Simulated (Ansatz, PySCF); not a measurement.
System: singlet silylene, SiH₂, charge 0, multiplicity 1. 
Geometry from a B3LYP-D3(BJ)/def2-TZVP (Ansatz, a first-principles code) optimisation:
```
Si
H 1 1.5232
H 1 1.5232 2 91.51
```

Total electronic energies in hartree. Valence correlation only, unless marked. Spin-orbit coupling is left out. No relativistic terms. Basis-set limits of correlation are two-point, X^-3; Hartree-Fock from the larger set (for Q and 5 zeta extrapolated as (X+1)exp(-9√X)).

The Hartree-Fock reference is unstable (checked in the largest basis), which strains HF and MP2. 

| level | program | energy (Eh) |
|---|---|---|
| HF/cc-pV(5+d)Z | Ansatz | -290.03513 |
| RI-HF/aug-cc-pV(Q+d)Z | Ansatz | -290.03463 |
| SVWN5/def2-TZVPD | Ansatz | -289.42905 |
| BLYP/def2-TZVPD | Ansatz | -290.61491 |
| TPSS-D3(BJ)/def2-TZVPD | PySCF + dftd3 | -290.64072 |
| r2SCAN-D4/def2-TZVPD | Ansatz + dftd4 | -290.57835 |
| PBE0/6-31G* | Ansatz | … |
| MP2/cc-pV(T+d)Z | Ansatz | -290.14102 |
| MP2/cc-pwCVTZ | Ansatz | -290.14229 |
| RI-MP2/def2-QZVPP | Ansatz | -290.15203 |
| RI-MP2/CBS(aug-cc-pV(T+d)Z,aug-cc-pV(Q+d)Z) | Ansatz | -290.1572 |
| SCS-MP2/def2-SVPD | Ansatz | -290.02900 |
| CCSD/cc-pV(T+d)Z | Ansatz | -290.16855 |
| CCSD(T)/cc-pV(D+d)Z | Ansatz | -290.14165 |
| CCSD(T)/CBS(cc-pV(Q+d)Z,cc-pV(5+d)Z) | Ansatz | -290.1852 |

Question: What belongs in the gaps?

Answer: 
- PBE0/6-31G*, energy (Eh): -290.45995
